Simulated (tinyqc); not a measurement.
Pariser-Parr-Pople SCF with singles CI, for the molecule C=CC=C (SMILES; centres numbered as the heavy atoms are written), step by step. One step of it, computed by the program tinyqc.

Task: Iteration 1: Fock matrix. F_rr = H_rr + P_rr gamma_rr / 2 + sum_(s != r) P_ss gamma_rs; F_rs = H_rs - P_rs gamma_rs / 2; E = tr P (H + F) / 2 + core repulsion sum_(r<s) z_r z_s gamma_rs.

P at the start:
```
           1C        2C        3C         4C
1C   1.000000  0.894427  0.000000  -0.447214
2C   0.894427  1.000000  0.447214   0.000000
3C   0.000000  0.447214  1.000000   0.894427
4C  -0.447214  0.000000  0.894427   1.000000
```

core matrix H (eV):
```
            1C          2C          3C          4C
1C  -27.620688   -2.390000    0.000000    0.000000
2C   -2.390000  -31.506191   -2.390000    0.000000
3C    0.000000   -2.390000  -31.506191   -2.390000
4C    0.000000    0.000000   -2.390000  -27.620688
```

repulsion gamma_rs (eV):
```
           1C         2C         3C         4C
1C  11.130000   7.551966   5.239207   3.669516
2C   7.551966  11.130000   7.555018   5.239207
3C   5.239207   7.555018  11.130000   7.551966
4C   3.669516   5.239207   7.551966  11.130000
```

Centres (angstrom, eV; a flat drawing with bonds scaled to 1.40 angstrom):
```
centre          x          y  core charge z          W   gamma_rr
1C      -1.848000  -0.127000              1  11.160000  11.130000
2C      -0.559000   0.421000              1  11.160000  11.130000
3C       0.559000  -0.421000              1  11.160000  11.130000
4C       1.848000   0.127000              1  11.160000  11.130000
```

Give: F; pi energy.

Result:

F (eV):
```
         1C       2C       3C       4C
1C  -5.5950  -5.7673   0.0000   0.8205
2C  -5.7673  -5.5950  -4.0794   0.0000
3C   0.0000  -4.0794  -5.5950  -5.7673
4C   0.8205   0.0000  -5.7673  -5.5950
```

pi energy = -51.3624 eV
